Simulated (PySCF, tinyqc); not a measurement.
Inside a calculation. Method: MP2 on RHF in the sto-3g basis, for LiH, spin multiplicity 1. The lowest restricted solution is unstable here: a spin-polarised one lies 0.0128 hartree lower (PySCF). Computed by tinyqc, a small Python program that keeps every step (integrals from PySCF). Settings: charge = 0, multiplicity = 1, basis = sto-3g, method = RHF, energy threshold = 1e-10, iteration cap = 75, orthogonalisation = canonical, start = Wolfsberg-Helmholz matrix, DIIS depth = 6. Command: `OMP_NUM_THREADS=1 python tinyqc.py 28022 28023 out.jsonl` (the two numbers bound the seeds that draw the settings). One thread of a shared host (Intel(R) Xeon(R) Processor @ 2.60GHz), about 0.1 s of CPU time with the checks. The early iterations of the SCF are left out here.

## One-electron integrals

Geometry (angstrom):
```
atom       x       y       z
Li    0.0000  0.0000  0.0000
H     0.0000  0.0000  2.3220
```

Basis sto-3g: exponents (1/bohr^2) and contraction coefficients of normalised primitives:
```
element  l (shell)  exponent  coefficient
Li           s (1)   16.1196       0.1543
Li           s (1)    2.9362       0.5353
Li           s (1)    0.7947       0.4446
Li           s (2)    0.6363      -0.1000
Li           s (2)    0.1479       0.3995
Li           s (2)    0.0481       0.7001
Li           p (3)    0.6363       0.1559
Li           p (3)    0.1479       0.6077
Li           p (3)    0.0481       0.3920
H            s (1)    3.4253       0.1543
H            s (1)    0.6239       0.5353
H            s (1)    0.1689       0.4446
```

Overlap, kinetic and nuclear-attraction integrals over the contracted functions; the nuclear repulsion is the sum of Za Zb / Rab.

nuclear repulsion = 0.683691 hartree

overlap S, lower triangle:
```
         1Li 1s  1Li 2s  1Li 2px  1Li 2py  1Li 2pz   2H 1s
1Li 1s   1.0000
1Li 2s   0.2411  1.0000
1Li 2px  0.0000  0.0000   1.0000
1Li 2py  0.0000  0.0000   0.0000   1.0000
1Li 2pz  0.0000  0.0000   0.0000   0.0000   1.0000
2H 1s    0.0129  0.2304   0.0000   0.0000   0.3397  1.0000
```

kinetic energy T (hartree), lower triangle:
```
          1Li 1s  1Li 2s  1Li 2px  1Li 2py  1Li 2pz   2H 1s
1Li 1s    3.5768
1Li 2s   -0.0202  0.1022
1Li 2px   0.0000  0.0000   0.3197
1Li 2py   0.0000  0.0000   0.0000   0.3197
1Li 2pz   0.0000  0.0000   0.0000   0.0000   0.3197
2H 1s    -0.0059  0.0081   0.0000   0.0000   0.0396  0.7600
```

nuclear attraction V (hartree), lower triangle:
```
          1Li 1s   1Li 2s  1Li 2px  1Li 2py  1Li 2pz    2H 1s
1Li 1s   -8.2108
1Li 2s   -1.0193  -1.4281
1Li 2px   0.0000   0.0000  -1.3984
1Li 2py   0.0000   0.0000   0.0000  -1.3984
1Li 2pz  -0.0076  -0.0815   0.0000   0.0000  -1.4586
2H 1s    -0.0513  -0.3491   0.0000   0.0000  -0.5200  -1.9103
```

core Hamiltonian H = T + V (hartree), lower triangle:
```
          1Li 1s   1Li 2s  1Li 2px  1Li 2py  1Li 2pz    2H 1s
1Li 1s   -4.6340
1Li 2s   -1.0395  -1.3260
1Li 2px   0.0000   0.0000  -1.0787
1Li 2py   0.0000   0.0000   0.0000  -1.0787
1Li 2pz  -0.0076  -0.0815   0.0000   0.0000  -1.1389
2H 1s    -0.0572  -0.3411   0.0000   0.0000  -0.4803  -1.1502
```

## Two-electron integrals

Functions are numbered as in S; the eight-fold symmetry (ij|kl) = (ji|kl) = (kl|ij) leaves the list below.

Two-electron integrals (ij|kl) in chemists' order, unique and non-zero (hartree):
```
(11|11) 1.6804     (21|11) 0.2654     (21|21) 0.0499     (22|11) 0.3977
(22|21) 0.0929     (22|22) 0.2906     (31|31) 0.0090     (32|31) 0.0138
(32|32) 0.0642     (33|11) 0.3966     (33|21) 0.0929     (33|22) 0.2905
(33|33) 0.3129     (41|41) 0.0090     (42|41) 0.0138     (42|42) 0.0642
(43|43) 0.0169     (44|11) 0.3966     (44|21) 0.0929     (44|22) 0.2905
(44|33) 0.2792     (44|44) 0.3129     (51|51) 0.0090     (52|51) 0.0138
(52|52) 0.0642     (53|53) 0.0169     (54|54) 0.0169     (55|11) 0.3966
(55|21) 0.0929     (55|22) 0.2905     (55|33) 0.2792     (55|44) 0.2792
(55|55) 0.3129     (61|11) 0.0133     (61|21) 0.0025     (61|22) 0.0049
(61|33) 0.0048     (61|44) 0.0048     (61|51) 3.51e-04   (61|52) 0.0007
(61|55) 0.0050     (61|61) 1.46e-04   (62|11) 0.0660     (62|21) 0.0158
(62|22) 0.0571     (62|33) 0.0537     (62|44) 0.0537     (62|51) 0.0024
(62|52) 0.0181     (62|55) 0.0638     (62|61) 0.0010     (62|62) 0.0239
(63|31) 0.0008     (63|32) 0.0048     (63|53) 0.0023     (63|63) 0.0011
(64|41) 0.0008     (64|42) 0.0048     (64|54) 0.0023     (64|64) 0.0011
(65|11) 0.0929     (65|21) 0.0223     (65|22) 0.0826     (65|33) 0.0770
(65|44) 0.0770     (65|51) 0.0036     (65|52) 0.0281     (65|55) 0.0938
(65|61) 0.0014     (65|62) 0.0367     (65|65) 0.0568     (66|11) 0.2279
(66|21) 0.0549     (66|22) 0.2184     (66|33) 0.2008     (66|44) 0.2008
(66|51) 0.0076     (66|52) 0.0769     (66|55) 0.2535     (66|61) 0.0035
(66|62) 0.1222     (66|65) 0.1922     (66|66) 0.7746
```

## Orthogonalisation

S = U s U^T; canonical form X = U s^(-1/2), so that X^T S X = 1. Each column of U has its largest component positive (the first on a tie).

eigenvalues of S: 0.5667  0.8083  1.0000  1.0000  1.1826  1.4425

X:
```
               1        2        3       4        5       6
1Li 1s    0.3363   0.7381   0.0000  0.0000   0.5902  0.2407
1Li 2s   -0.6509  -0.5709   0.0000  0.0000   0.4604  0.4128
1Li 2px   0.0000   0.0000   0.9759  0.2182   0.0000  0.0000
1Li 2py   0.0000   0.0000  -0.2182  0.9759   0.0000  0.0000
1Li 2pz  -0.6837   0.5271   0.0000  0.0000  -0.4705  0.4152
2H 1s     0.8721  -0.2975   0.0000  0.0000  -0.2529  0.5408
```

Within a degenerate level the vectors are fixed only up to a rotation; this is one choice.

## Starting guess

The start is the generalised Wolfsberg-Helmholz matrix (K = 1.75) built on H; D = 2 C_occ C_occ^T.

D at the start, lower triangle:
```
          1Li 1s  1Li 2s  1Li 2px  1Li 2py  1Li 2pz   2H 1s
1Li 1s    1.9747
1Li 2s    0.0258  0.1886
1Li 2px   0.0000  0.0000   0.0000
1Li 2py   0.0000  0.0000   0.0000   0.0000
1Li 2pz  -0.0912  0.3001   0.0000   0.0000   0.4865
2H 1s    -0.1288  0.3736   0.0000   0.0000   0.6067  0.7567
```

## Iteration 9 (converged): orbitals

converged F (hartree), lower triangle:
```
          1Li 1s   1Li 2s  1Li 2px  1Li 2py  1Li 2pz    2H 1s
1Li 1s   -2.3691
1Li 2s   -0.6436  -0.2062
1Li 2px   0.0000   0.0000   0.1586
1Li 2py   0.0000   0.0000   0.0000   0.1586
1Li 2pz   0.0136  -0.0539   0.0000   0.0000   0.0698
2H 1s    -0.0356  -0.1806   0.0000   0.0000  -0.1796  -0.0686
```

Diagonalise F' = X^T F X, C = X C', fill 2 alpha and 2 beta electrons from the bottom; D = 2 C_occ C_occ^T. Each column has its largest component positive (the first on a tie).

F' = X^T F X (hartree), lower triangle:
```
         1        2       3       4        5        6
1   0.2510
2  -0.3297  -0.7486
3   0.0000   0.0000  0.1586
4   0.0000   0.0000  0.0000  0.1586
5  -0.3053  -1.0199  0.0000  0.0000  -1.1819
6  -0.1617  -0.4095  0.0000  0.0000  -0.5770  -0.4947
```

orbital energies (hartree): MO1 -2.3716, MO2 -0.2231, MO3 0.0682, MO4 0.1586, MO5 0.1586, MO6 0.3522

coefficients C:
```
             MO1      MO2      MO3      MO4     MO5      MO6
1Li 1s    0.9915  -0.1485  -0.2164   0.0000  0.0000   0.1103
1Li 2s    0.0331   0.5137   0.8000   0.0000  0.0000  -0.4764
1Li 2px   0.0000   0.0000   0.0000  -0.1234  0.9924   0.0000
1Li 2py   0.0000   0.0000   0.0000   0.9924  0.1234   0.0000
1Li 2pz  -0.0043   0.3183  -0.5795   0.0000  0.0000  -0.8378
2H 1s    -0.0019   0.6121  -0.2317   0.0000  0.0000   0.8816
```

D after iteration 9, lower triangle:
```
          1Li 1s  1Li 2s  1Li 2px  1Li 2py  1Li 2pz   2H 1s
1Li 1s    2.0104
1Li 2s   -0.0870  0.5299
1Li 2px   0.0000  0.0000   0.0000
1Li 2py   0.0000  0.0000   0.0000   0.0000
1Li 2pz  -0.1031  0.3267   0.0000   0.0000   0.2027
2H 1s    -0.1856  0.6287   0.0000   0.0000   0.3897  0.7493
```

Within a degenerate level the vectors are fixed only up to a rotation; this is one choice.

## Convergence

Stop when the energy changes by less than 1e-10 hartree and every element of the error matrix X^T (F D S - S D F) X is below 3e-06.

Course of the cycle:
```
iteration  E (hartree)     change  largest element of the error matrix
1            -7.775848          -                             4.12e-02
2            -7.786512  -1.07e-02                             2.62e-02
3            -7.792173  -5.66e-03                             1.17e-02
4            -7.793041  -8.68e-04                             2.68e-03
5            -7.793085  -4.45e-05                             4.23e-04
6            -7.793086  -5.76e-07                             1.42e-04
7            -7.793086  -8.09e-08                             7.72e-06
8            -7.793086  -2.81e-10                             1.86e-07
9            -7.793086  -8.88e-14                             1.69e-11
```

PySCF RHF in the same basis = -7.793086 hartree

Converged in 9 iterations.

## Populations, bond orders and dipole

Mulliken: Z minus the diagonal of D S on the atom; Loewdin: the same with S^(1/2) D S^(1/2); Mayer order: 2 sum_s sum (D(s) S)_ij (D(s) S)_ji over the two atoms.

Charges (e):
```
atom  Mulliken  Loewdin
1Li     0.0241   0.0214
2H     -0.0241  -0.0214
```

Mayer bond orders:
```
pair   order
2-1   0.9994
```

dipole moment about the origin, x y z (debye): 0.0000  0.0000  -5.1375

## Integrals over molecular orbitals

(pq|rs) = sum C_ip C_jq C_kr C_ls (ij|kl), one index at a time.

one-electron integrals over orbitals h = C^T H C (hartree), lower triangle:
```
         1        2        3        4        5        6
1  -4.6252
2   0.0955  -1.2570
3   0.1603   0.0067  -1.0846
4   0.0000   0.0000   0.0000  -1.0787
5   0.0000   0.0000   0.0000   0.0000  -1.0787
6  -0.0518   0.0574   0.0166   0.0000   0.0000  -1.0202
```

Two-electron integrals over orbitals (pq|rs), unique and non-zero (hartree):
```
(11|11) 1.6594      (21|11) -0.0976     (21|21) 0.0099      (22|11) 0.3020
(22|21) 0.0021      (22|22) 0.4397      (31|11) -0.1424     (31|21) 0.0107
(31|22) -0.0102     (31|31) 0.0220      (32|11) 0.0342      (32|21) -0.0025
(32|22) -0.0643     (32|31) -3.75e-04   (32|32) 0.0262      (33|11) 0.3883
(33|21) -0.0084     (33|22) 0.2122      (33|31) 0.0006      (33|32) 0.0166
(33|33) 0.3236      (41|41) 0.0098      (42|41) 0.0073      (42|42) 0.0209
(43|41) 0.0104      (43|42) 0.0209      (43|43) 0.0414      (44|11) 0.3963
(44|21) -0.0035     (44|22) 0.2376      (44|31) -0.0051     (44|32) 0.0172
(44|33) 0.2781      (44|44) 0.3129      (51|51) 0.0098      (52|51) 0.0073
(52|52) 0.0209      (53|51) 0.0104      (53|52) 0.0209      (53|53) 0.0414
(54|54) 0.0169      (55|11) 0.3963      (55|21) -0.0035     (55|22) 0.2376
(55|31) -0.0051     (55|32) 0.0172      (55|33) 0.2781      (55|44) 0.2792
(55|55) 0.3129      (61|11) 0.0670      (61|21) -0.0088     (61|22) -0.0071
(61|31) -0.0044     (61|32) 0.0029      (61|33) 0.0116      (61|44) 0.0016
(61|55) 0.0016      (61|61) 0.0106      (62|11) -0.0854     (62|21) 0.0011
(62|22) 0.1046      (62|31) 0.0046      (62|32) -0.0495     (62|33) -0.0174
(62|44) -0.0414     (62|55) -0.0414     (62|61) 0.0014      (62|62) 0.1320
(63|11) 0.0267      (63|21) -0.0021     (63|22) -0.0619     (63|31) 0.0039
(63|32) 0.0219      (63|33) 0.0371      (63|44) 0.0105      (63|55) 0.0105
(63|61) 0.0047      (63|62) -0.0427     (63|63) 0.0348      (64|41) -0.0056
(64|42) -0.0178     (64|43) -0.0111     (64|64) 0.0187      (65|51) -0.0056
(65|52) -0.0178     (65|53) -0.0111     (65|65) 0.0187      (66|11) 0.3479
(66|21) 4.32e-04    (66|22) 0.4096      (66|31) -0.0103     (66|32) -0.0507
(66|33) 0.2392      (66|44) 0.2552      (66|55) 0.2552      (66|61) -0.0053
(66|62) 0.0864      (66|63) -0.0472     (66|66) 0.4028
```

## Second-order Moller-Plesset energy

Hartree-Fock energy = -7.793086 hartree

E2 = sum_ijab (ia|jb) [2 (ia|jb) - (ib|ja)] / (e_i + e_j - e_a - e_b) over occupied i, j and virtual a, b; the opposite-spin part is (ia|jb)^2 / denominator, the rest is same-spin, and SCS-MP2 scales them by 6/5 and 1/3.

Terms:
```
i  j  a  b    (ia|jb)    (ib|ja)  denominator       term
2  2  6  6     0.1320     0.1320      -1.1506    -0.0151
2  2  3  6    -0.0495    -0.0495      -0.8666    -0.0028
2  2  6  3    -0.0495    -0.0495      -0.8666    -0.0028
2  2  3  3     0.0262     0.0262      -0.5826    -0.0012
2  2  5  5     0.0209     0.0209      -0.7634    -0.0006
2  2  4  4     0.0209     0.0209      -0.7634    -0.0006
1  1  3  3     0.0220     0.0220      -4.8796  -9.94e-05
1  1  6  6     0.0106     0.0106      -5.4476  -2.05e-05
1  1  5  5     0.0098     0.0098      -5.0603  -1.90e-05
1  1  4  4     0.0098     0.0098      -5.0603  -1.90e-05
2  1  5  5     0.0073     0.0073      -2.9119  -1.82e-05
1  2  5  5     0.0073     0.0073      -2.9119  -1.82e-05
1  2  4  4     0.0073     0.0073      -2.9119  -1.82e-05
2  1  4  4     0.0073     0.0073      -2.9119  -1.82e-05
1  2  3  6     0.0046     0.0029      -3.0151  -9.66e-06
2  1  6  3     0.0046     0.0029      -3.0151  -9.66e-06
1  1  6  3    -0.0044    -0.0044      -5.1636  -3.67e-06
1  1  3  6    -0.0044    -0.0044      -5.1636  -3.67e-06
2  1  3  6     0.0029     0.0046      -3.0151  -1.10e-06
1  2  6  3     0.0029     0.0046      -3.0151  -1.10e-06
2  1  6  6     0.0014     0.0014      -3.2991  -6.25e-07
1  2  6  6     0.0014     0.0014      -3.2991  -6.25e-07
2  1  3  3  -3.75e-04  -3.75e-04      -2.7311  -5.14e-08
1  2  3  3  -3.75e-04  -3.75e-04      -2.7311  -5.14e-08
```

Pair energies (hartree; pair i-j sums ij and ji):
```
pair  opposite spin  same spin
1-1       -1.65e-04          0
2-1       -9.39e-05  -1.97e-06
2-2         -0.0231          0
```

MP2 correlation energy = -0.023387 hartree

SCS-MP2 correlation energy = -0.028063 hartree

MP2 total energy = -7.816473 hartree
